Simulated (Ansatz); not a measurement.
Geometry optimisation, RKS PBE/def2-SVP in Ansatz 0.2.0.

The input (input.yaml):

```yaml
crystal:
  periodic: [false, false, false]
  atoms:
    - { symbol: Si, position_ang: [0.0, 0.0, 0.0] }
    - { symbol: H, position_ang: [0.8198, 0.0, 1.4434] }
    - { symbol: "N", position_ang: [1.9526, 0.0, 0.5176] }
    - { symbol: H, position_ang: [2.4509, -0.918, 0.3369] }
    - { symbol: H, position_ang: [2.4539, 0.918, 0.3453] }
    - { symbol: H, position_ang: [-0.6877, 1.1914, -0.4862] }
    - { symbol: O, position_ang: [-0.7913, -1.3709, -0.5594] }
    - { symbol: H, position_ang: [-1.2459, -1.8365, 0.2129] }
basis:
  gaussian: { orbitals: def2-SVP }
hamiltonian:
  xc: pbe
relax:
  f_tol: 0.15
  max_steps: 25
  restrain:
    - { distance: [1, 2], at: 2.26, k: 30.0 }
    - { distance: [0, 1], at: 1.46, k: 30.0 }
    - { distance: [0, 2], at: 1.82, k: 30.0 }
output:
  orbitals: {}
```

Run as:

```bash
$ ansatz run input.yaml --threads 1 --pin off --max-ram 2048MiB --backend cpu --events-out ev --progress --plain --runs-dir out
```

Q: Where does it end, and by what steps?

A: It converged. The restraints hold the end off the free minimum. After 10 steps the energy has fallen by 3.686 eV (the restraints' own energy left out); H5 moved furthest, 1.23 Å.

```csv
step,energy less start (eV),largest force component (eV/Å),accepted
0,0.0000,4.335,yes
1,-1.0194,2.539,yes
2,-1.9562,2.470,yes
3,-2.9591,1.600,yes
4,-3.1293,3.265,yes
5,-3.3458,1.560,yes
6,-3.4340,1.635,yes
7,-3.4746,1.789,yes
8,-3.6018,1.722,yes
9,-3.6710,1.366,yes
10,-3.6858,1.325,yes
```

```xyz
8
Properties=species:S:1:pos:R:3
Si 0.097 0.064 0.336
H 0.176 -0.124 1.788
N 1.866 0.087 0.249
H 2.363 -0.470 0.947
H 2.406 0.163 -0.618
H -0.473 1.347 -0.171
O -0.825 -1.079 -0.487
H -0.659 -2.003 -0.232
```

Run time: 21 s on 1 thread of Arm Neoverse V1, with other jobs on the host, peak memory 0.13 GiB.
